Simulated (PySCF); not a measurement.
A GIAO shielding run with PySCF (density fitting, non-relativistic, gas phase) on `COC(=S)CF`, C$_{3}$H$_{5}$FOS:

```
$ OMP_NUM_THREADS=1 python probes_run.py task.json out

{"job": {"kind": "nmr", "xc": "PBE0", "basis": "pcSseg-1"}, "charge": 0, "multiplicity": 1}
C     -1.851553    -0.252388    -0.001864
O     -0.490651    -0.520901     0.273986
C      0.408611     0.327788    -0.171008
S      0.092653     1.677523    -1.026499
C      1.829367    -0.039428     0.175750
F      1.903110    -1.203353     0.881034
H     -2.417236    -1.062159     0.451710
H     -2.022560    -0.219050    -1.080744
H     -2.144545     0.709831     0.426308
H      2.281345     0.751247     0.786874
H      2.416885    -0.166439    -0.741510
```

Hardware: 1 thread of an Arm Neoverse V2, shared host. The job also computes population analyses, field gradients.

Q: How large is the calculation?

A: 56 electrons, 134 basis functions and 718 auxiliary functions.

Q: How long does it take, and how much memory does it need?

A: 10 s of wall time, with 14 SCF cycles and 5 response iterations; peak memory 0.65 GiB. Times on a shared host scatter by some tens of per cent.
